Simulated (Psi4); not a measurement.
# NO2F (SMILES O=[N+]([O-])F): MP3/cc-pVTZ

What is the energy change on altering one bond length of NO2F at MP3/cc-pVTZ? 

The results are computed with Psi4 1.11.

### 1 Starting point

NO2F has 4 atoms, charge 0, and is taken as a singlet. SMILES: `O=[N+]([O-])F`. The shape is that of a PBE0-D4/def2-TZVP optimisation.

Bond lengths: O1–N2 1.170 Å, N2–O3 1.170 Å, N2–F4 1.442 Å. Angles: O1–N2–O3 135.6°, O1–N2–F4 112.2°, O3–N2–F4 112.2°.

### 2 The energy at MP3/cc-pVTZ

fno2.xyz reads:

```xyz
4
FNO2
O      0.188290     0.469930     1.120250
N      0.079720    -0.071800     0.089140
O      0.476580    -1.068680    -0.376880
F     -0.744590     0.670550    -0.832510
```

fno2_ase.py reads:

```python
import numpy as np
from ase.calculators.psi4 import Psi4
from ase.io import read

a = read('fno2.xyz')
calc = Psi4(atoms=a, method='mp3', basis='cc-pVTZ', memory='2200MB', num_threads=1, charge=0, multiplicity=1, label='calc')
calc.psi4.set_options({'puream': True, 'e_convergence': 1e-09, 'd_convergence': 1e-08, 'scf_type': 'pk', 'num_frozen_docc': 4, 'mp_type': 'conv'})
a.calc = calc

print(f'energy: {a.get_potential_energy():.6f} eV')
```

Launch:

```bash
$ python fno2_ase.py
```

calc.dat, shortened:

```text
[...]
  Running in c1 symmetry.
[...]
  Nuclear repulsion =  124.476506262533732
[...]
  Multiplicity = 1
[...]
  Nalpha       = 16
  Nbeta        = 16
[...]
    Number of basis functions: 120
[...]
   @RHF iter   1:  -303.32132948843116   -2.59581e-01   6.46839e-03 DIIS/ADIIS
[...]
   @RHF iter  12:  -303.53254315733847   -9.26548e-12   7.17477e-09 DIIS
[...]
    Orbital Energies [Eh]
    ---------------------
    Doubly Occupied:
       1A    -26.377399     2A    -20.685548     3A    -20.685488
       4A    -15.988255     5A     -1.766572     6A     -1.609874
       7A     -1.532177     8A     -0.973974     9A     -0.863561
      10A     -0.844603    11A     -0.823499    12A     -0.715406
      13A     -0.687271    14A     -0.586831    15A     -0.567730
      16A     -0.536724
[...]
  @RHF Final Energy:  -303.53254315733847
   => Energetics <=
    Nuclear Repulsion Energy =            124.4765062625337322
    One-Electron Energy =                -665.5282738831963343
    Two-Electron Energy =                 237.5192244633241785
    Total Energy =                       -303.5325431573384662
[...]
 Multipole Moments:
 ------------------------------------------------------------------------------------
     Multipole            Electronic (a.u.)      Nuclear  (a.u.)        Total (a.u.)
 ------------------------------------------------------------------------------------
 L = 1.  Multiply by 2.5417464519 to convert [e a0] to [Debye]
 Dipole X            :         -0.6541182            0.6708565            0.0167383
 Dipole Y            :          0.5890609           -0.6041481           -0.0150873
 Dipole Z            :         -0.7313499            0.7500699            0.0187201
 Magnitude           :                                                    0.0292957
[...]
	SCS-MP2 Total Energy (a.u.)        :  -304.44922746024548
	SOS-MP2 Total Energy (a.u.)        :  -304.43273184615043
[...]
	SOS-PI-MP2 Total Energy (a.u.)     :  -304.50197712990519
[...]
	MP2 Total Energy (a.u.)            :  -304.48221868843558
[...]
	SCS-MP3 Total Energy (a.u.)        :  -304.44092470899193
[...]
	MP3 Total Energy (a.u.)            :  -304.44900768342131
[...]
```

On the terminal:

```text
energy: -8284.479473 eV
```

Wall time 27 s (1 thread of Intel Xeon Platinum 8259CL at 2.50GHz (Skylake/Cascade Lake), shared host); peak memory 1.9 GiB.

### 3 The distorted shape, same level

calc.in reads:

```
memory 2.2 GB

molecule {
  O
  N 1 r2
  O 2 r3 1 a3
  F 2 r4 3 a4 1 d4

  r2 = 1.169806
  r3 = 1.169804
  a3 = 135.58531
  r4 = 1.6586
  a4 = 112.20731
  d4 = 179.99856
  units angstrom
  symmetry c1
}

set globals {
  basis cc-pVTZ
  puream true
  e_convergence 1e-09
  d_convergence 1e-08
  scf_type pk
  num_frozen_docc 4
  mp_type conv
}

E, wfn = energy('mp3', return_wfn=True)
print_variables()
```

Launch:

```bash
$ psi4 -n 1 calc.in calc.out
```

calc.out, shortened:

```text
[...]
  Running in c1 symmetry.
[...]
  Nuclear repulsion =  118.641516572936112
[...]
  Multiplicity = 1
[...]
  Nalpha       = 16
  Nbeta        = 16
[...]
    Number of basis functions: 120
[...]
   @RHF iter   1:  -303.27328616077097   -5.10664e-01   6.50702e-03 DIIS/ADIIS
[...]
   @RHF iter  13:  -303.49969349652878   -3.24007e-12   5.88930e-09 DIIS
[...]
    Orbital Energies [Eh]
    ---------------------
    Doubly Occupied:
       1A    -26.324895     2A    -20.719757     3A    -20.719692
       4A    -16.000931     5A     -1.745129     6A     -1.555508
       7A     -1.550289     8A     -0.965268     9A     -0.858105
      10A     -0.836676    11A     -0.832925    12A     -0.665735
      13A     -0.649719    14A     -0.584391    15A     -0.561332
      16A     -0.558986
[...]
  @RHF Final Energy:  -303.49969349652878
   => Energetics <=
    Nuclear Repulsion Energy =            118.6415165729361121
    One-Electron Energy =                -654.0237456192028276
    Two-Electron Energy =                 231.8825355497379519
    Total Energy =                       -303.4996934965287778
[...]
 Multipole Moments:
 ------------------------------------------------------------------------------------
     Multipole            Electronic (a.u.)      Nuclear  (a.u.)        Total (a.u.)
 ------------------------------------------------------------------------------------
 L = 1.  Multiply by 2.5417464519 to convert [e a0] to [Debye]
 Dipole X            :         -0.0000073            0.0000258            0.0000185
 Dipole Y            :          0.7130435           -1.2207956           -0.5077522
 Dipole Z            :          0.2911003           -0.4983812           -0.2072809
 Magnitude           :                                                    0.5484320
[...]
	SCS-MP2 Total Energy (a.u.)        :  -304.44358907865478
	SOS-MP2 Total Energy (a.u.)        :  -304.42677561444390
[...]
	SOS-PI-MP2 Total Energy (a.u.)     :  -304.49808962351432
[...]
	MP2 Total Energy (a.u.)            :  -304.47721600707655
[...]
	SCS-MP3 Total Energy (a.u.)        :  -304.43203327755674
[...]
	MP3 Total Energy (a.u.)            :  -304.43099280268439
[...]
```

Run time: 27 s. Hardware: 1 thread of Intel Xeon Platinum 8259CL at 2.50GHz (Skylake/Cascade Lake), shared host; peak memory 1.9 GiB.

### 4 Outcome

Level: MP3/cc-pVTZ, 4 core orbitals frozen.

```
                                                         quantity          value
                                        first shape: total energy  -304.44901 Eh
                 first shape: HOMO energy (Hartree–Fock orbitals)      -14.61 eV
                 first shape: LUMO energy (Hartree–Fock orbitals)        2.01 eV
               first shape: HOMO–LUMO gap (Hartree–Fock orbitals)       16.62 eV
         first shape: correlation energy (4 core orbitals frozen)     -916.5 mEh
                                    distorted shape: total energy  -304.43099 Eh
             distorted shape: HOMO energy (Hartree–Fock orbitals)      -15.21 eV
             distorted shape: LUMO energy (Hartree–Fock orbitals)        1.28 eV
           distorted shape: HOMO–LUMO gap (Hartree–Fock orbitals)       16.50 eV
     distorted shape: correlation energy (4 core orbitals frozen)     -931.3 mEh
energy change with the N2–F4 bond stretched from 1.442 to 1.659 Å       0.490 eV
```

In words: With the N2–F4 bond stretched from 1.442 to 1.659 Å the energy rises by 0.49 eV (47.3 kJ/mol). The first shape isn't relaxed at this level, so the change isn't measured from a minimum.
